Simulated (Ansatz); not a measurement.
`CC(F)CF` + H₂S → `CC(F)S` + `CF` at 500 K and 1 bar (substitution at a C–C bond).

Computed with Ansatz on PBE0-D4/def2-TZVP structures; ΔE is electronic, products minus reactants. CCSD(T)/CBS is the MP2 limit (def2-TZVPP, def2-QZVPP) plus CCSD(T) − MP2 in def2-TZVPP, frozen cores. This one scheme is used for every species. One conformer a species, not always the lowest.

```tsv
species	CCSD(T)/CBS energy (Eh)	H − E (kJ/mol)	S (J/(mol·K))
`CC(F)CF`	-317.34651	273.0	368.6
H₂S	-398.97279	57.0	224.0
`CC(F)S`	-576.67585	212.6	349.9
`CF`	-139.63461	122.2	244.8
```

H − E and S are ideal-gas, rigid-rotor, harmonic terms from PBE0-D4/def2-TZVP, for one conformer and one mirror image of each species. 1 Eh = 2625.50 kJ/mol, R = 8.31446 J/(mol·K).

Problem. By hand: ΔE, ΔH, ΔS and ΔG.

Solution. ΔE = (-576.67585) + (-139.63461) − (-317.34651) − (-398.97279) = 0.00884 Eh = 23.2 kJ/mol. Δ(H − E) = 212.6 + 122.2 − 273.0 − 57.0 = 4.8, so ΔH = 28.0 kJ/mol. ΔS = 349.9 + 244.8 − 368.6 − 224.0 = 2.1 J/(mol·K). ΔG = 28.0 − 500 × (2.1)/1000 = 26.9 kJ/mol.

Problem. By hand: the equilibrium constant, and the temperature at which ΔG would vanish if ΔH and ΔS stayed fixed.

Solution. log₁₀ K = −ΔG/(RT ln 10) = -2.8. ΔG = 0 at ΔH/ΔS = 13333 K, far beyond where these terms or the molecules hold.

The number of gas molecules stays the same, so ΔS is small and ΔH decides. A doubt of 5 kJ/mol in ΔE shifts log₁₀ K by 0.5 here. Other conformers and mirror images would add mixing entropy, several J/(mol·K) or more a flexible species. These are equilibria of isolated gas molecules and say nothing of rates. Largest T1 diagnostic: 0.011 (customary marks: 0.02 for closed shells, 0.045 for open ones).
